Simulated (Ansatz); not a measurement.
Elastic constant C44 (GPa) of solids drawn from the class of elemental solids other than molecular ones, at two levels: PBE (plane waves, PAW; Ansatz, a program for electronic structure), and LDA (Ansatz, plane waves, PAW).

```
solid           PBE   LDA  shift (%)
-------------  ----  ----  ---------
fcc Cu         80.6   102        +27
double-hcp La  14.8  17.4      +17.6
bcc Ba         10.4  12.2      +17.3
hcp Tl         7.22  9.29        +29
fcc Ag         42.2  61.9        +47
hcp Y          25.4  25.9       +2.0
hcp Re          161   180      +11.8
hcp Ti         44.3  36.5      -17.6
bcc Cs         1.37  1.70        +24
```

The shifts run from -17.6 % to +47 %, with a median of +17.6 %.

Over all 9 rows LDA is the larger in 8.

Ansatz's runs of these crystals have no spin polarisation.

Spin–orbit coupling is left out, also for the solids with elements from indium on (double-hcp La, bcc Ba, hcp Tl, hcp Re, bcc Cs); its size isn't shown.

Each level is taken at its own relaxed cell. Ansatz's density-functional and Hartree–Fock values are scalar-relativistic unless marked +SOC, with PAW data made under PBE.
